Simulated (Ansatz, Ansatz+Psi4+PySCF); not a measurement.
```yaml
atoms:
  - { symbol: O, position_ang: [0.0000, 0.0000, 0.6702] }
  - { symbol: C, position_ang: [0.0000, 0.0000, -0.5499] }
  - { symbol: H, position_ang: [0.0000, 0.8921, -1.1109] }
  - { symbol: H, position_ang: [0.0000, -0.8921, -1.1109] }
```

Basis set: cc-pVTZ (spherical functions). Left uncorrelated: 2 orbitals. Charge 0, multiplicity 1.

Computed with Ansatz (development build ahead of 0.2.0); each method stands on the lowest determinant of its kind that the runs found. Restricted open shells among the atoms or ions are ROHF, correlated in semicanonical orbitals with singles.

(1) Give the atomization energy at this shape (free ground-state atoms in the same class of orbitals less the molecule, no zero-point energy) of singlet CH₂O by RHF-CCSD(T), RHF-MP2, RHF.

Answers

(1)

| method | atomization energy |
| --- | --- |
| RHF-CCSD(T) | 15.69 eV |
| RHF-MP2 | 16.09 eV |
| RHF | 11.33 eV |
